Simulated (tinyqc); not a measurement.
RKS/BP86 in the sto-3g basis, for OH-, spin multiplicity 1, step by step. The basis has no diffuse functions, so it cannot describe the extra electron: this is an exercise in the method, not the real anion. One step of it, computed by the program tinyqc.

Problem. Iteration 2: DIIS coefficients. Solve [B -1; -1 0][c; lambda] = [0; -1] for the coefficients, which sum to one.

B (overlaps of the stored error matrices):
```
                1               2
1   1.4630218e+00  -7.1871970e-01
2  -7.1871970e-01   7.4013064e-01
```

Give: DIIS coefficients.

Solution.

DIIS coefficients: 0.4007  0.5993
